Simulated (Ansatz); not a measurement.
An input meant for [BMeH3]- (CH₆B⁻) (charge -1, singlet; scaled by 0.92).

```yaml
crystal:
  periodic: [false, false, false]
  atoms:
    - {symbol: B, position_ang: [-0.004232, 0.006059, -1.660017]}
    - {symbol: C, position_ang: [0.004278, -0.006136, 1.680743]}
    - {symbol: H, position_ang: [-2.063489, 0.073790, 2.551335]}
    - {symbol: H, position_ang: [1.113451, 1.741779, 2.549379]}
    - {symbol: H, position_ang: [0.969474, -1.843498, 2.536591]}
    - {symbol: H, position_ang: [2.357822, -0.082186, -2.559006]}
    - {symbol: H, position_ang: [-1.109378, 2.102649, -2.542174]}
    - {symbol: H, position_ang: [-1.267945, -1.992458, -2.556831]}
basis:
  gaussian: {orbitals: STO-3G}
total_charge: -1
hamiltonian: {xc: {name: PBE-QIDH}}
accuracy: high
scf: {omitted_lower_state_checks: [starts]}
output: {forces: true}
```

```sh
$ ansatz run in.yaml --threads 2 --pin off --events-out ev --progress --plain --max-ram 4352MiB
```

It prints (some lines left out):

```
Functional definition: PBE-QIDH
251 factors; integrals over basis functions are off by at most 8.2e-9 eV
mean field evaluation 1: about -1709.7413 eV, gradient 4.1e1 eV
mean field evaluation 2: about -1709.7683 eV, gradient 4.1e1 eV
mean field evaluation 4: about -1366.4774 eV, gradient 4.7e1 eV
mean field evaluation 8: about -1728.7226 eV, gradient 3.5e1 eV
mean field evaluation 16: about -1737.8866 eV, gradient 3.0e-3 eV
mean field -1737.88655691 eV, -63.8661529845 hartree, gradient 1.5e-8 eV, S^2 0.000000; 0 other end points of the search recorded, 0 dependent functions left out; unrestricted orbitals would lower it
2 core orbitals not correlated: weight in the atoms' cores, before any rotation towards them, 1.000 or more for the frozen orbitals, at most 0.000 for the correlated occupied ones
reference -1737.88655784 eV, -63.8661530187 hartree; 7, 7 occupied and 7, 7 virtual orbitals, 251 factors
second order -16.72430852 eV of doubles, -0.00000000 eV of singles
Total energy: -1743.46132734 eV, -64.0710220193 hartree
Atom 0 at    -0.004232     0.006059    -1.660017 Å, force    -0.004475     0.006590    -1.768410 eV/Å
Atom 1 at     0.004278    -0.006136     1.680743 Å, force     0.006087    -0.008853     2.399102 eV/Å
Atom 2 at    -2.063489     0.073790     2.551335 Å, force     2.971733    -0.115629    -1.038012 eV/Å
Atom 3 at     1.113451     1.741779     2.549379 Å, force    -1.593222    -2.512346    -1.035191 eV/Å
Atom 4 at     0.969474    -1.843498     2.536591 Å, force    -1.386361     2.639344    -1.016829 eV/Å
Atom 5 at     2.357822    -0.082186    -2.559006 Å, force    -1.909309     0.070978     0.824901 eV/Å
Atom 6 at    -1.109378     2.102649    -2.542174 Å, force     0.893701    -1.695341     0.811309 eV/Å
Atom 7 at    -1.267945    -1.992458    -2.556831 Å, force     1.021847     1.615257     0.823130 eV/Å
Dipole moment:    -0.000710     0.001016    -0.278605 e Å
Checks for a lower state left out: starts
```

Problem. Something in this input is off. What?

Solution. The geometry is stretched to more than twice its size. The run converged. The result belongs to that input, not to the species as meant. The highest occupied level of an anion often lies above zero with these methods, and sets without diffuse functions describe the outer electron poorly. The restricted singlet is unstable: a solution with broken spin symmetry lies lower.
